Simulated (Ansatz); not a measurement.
Input for Ansatz (a program for electronic structure): R-CCSD(T)/aug-cc-pVDZ on H4O2 (a complex).

Ansatz 0.2 input:
```yaml
crystal:
  periodic: [false, false, false]
  atoms:
    - {symbol: O, position_ang: [-1.62500789, -0.04282853, 0.00510451]}
    - {symbol: H, position_ang: [-1.94500489, 0.86000747, -0.01632649]}
    - {symbol: H, position_ang: [-0.66529089, 0.05535247, 0.00038151]}
    - {symbol: O, position_ang: [1.54730511, 0.03799247, -0.00480049]}
    - {symbol: H, position_ang: [1.92392611, -0.40038753, 0.76132351]}
    - {symbol: H, position_ang: [1.91956911, -0.43822053, -0.75020349]}
basis:
  gaussian:
    orbitals: aug-cc-pVDZ
magnetization: {spin_polarized: false}
correlation: {method: ccsd_t, electrons: outside_noble_gas}
scf: {lower_state_search: off}
```

The head of its log:

```
WARN ansatz: RAYON_NUM_THREADS=1 ignored (pool sized by the plan → 1); use --threads N
Functional definition: HF
these checks for a lower state are left out or cut short: stability, starts, cluster_reference, orbital_swaps, neighbouring_geometries, increment
integrals: 0.07 GiB planned
770 factors; integrals over basis functions are off by at most 7.7e-4 eV
mean field: 0.13 GiB planned
mean field evaluation 1: about -4135.0359 eV, gradient 4.5e1 eV
mean field evaluation 2: about -4135.0346 eV, gradient 4.5e1 eV
mean field evaluation 4: about -4138.5239 eV, gradient 2.1e0 eV
mean field evaluation 8: about -4138.5395 eV, gradient 1.1e-1 eV
mean field -4138.53952393 eV, -152.0885223015 hartree, gradient 2.5e-6 eV, S^2 0.000000; 0 other end points of the search recorded, 0 dependent functions left out
2 core orbitals not correlated
reference -4138.53952393 eV, -152.0885223015 hartree; 8, 8 occupied and 72, 72 virtual orbitals, 770 factors
```

Q: Predict the final total energy.

A: -152.5553 hartree (reference determinant -152.0885, T1 diagnostic 0.012).
